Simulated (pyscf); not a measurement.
Optimised with ωB97X-D3(BJ)/def2-SVP in PySCF. Correlated levels are frozen-core, on RHF or UHF. ΔMP2 is the change of the MP2 total energy from the triple- to the quadruple-zeta basis.

F–SnH(Cl)–Cl → Cl–Sn:–Cl [singlet] + HF
Surface: singlet. Broken: F–Sn, H–Sn. Formed: F–H. Give ΔE‡ and ΔE from CCSD(T)/def2-TZVPP + ΔMP2(QZVPP), relative to the reactant's lowest minimum found.

ΔE‡ = 1.98 eV, ΔE = +0.09 eV. Zero-point energy shifts the barrier by -0.07 eV. It is a 1,1-elimination, with an imaginary mode of 1348i cm⁻¹. On the product side the descent ends in a complex (not fully relaxed), 0.22 eV under the separated species and 2.06 eV under the saddle at ωB97X-D3(BJ)/def2-TZVP. At ωB97X-D3(BJ) the barrier from the zero used here is 2.09 eV. One saddle was located; it need not be the lowest between these sides. The CCSD(T) − MP2 part came from Ansatz, without density fitting, on the same reference. The frozen core leaves the outer d or s,p core shells of the metals and heavy elements correlated in the MP2 and CC values, and def2-TZVPP describes them poorly, which can shift differences by a few kcal/mol. Elements past Kr carry the def2 core potentials, without spin-orbit coupling.
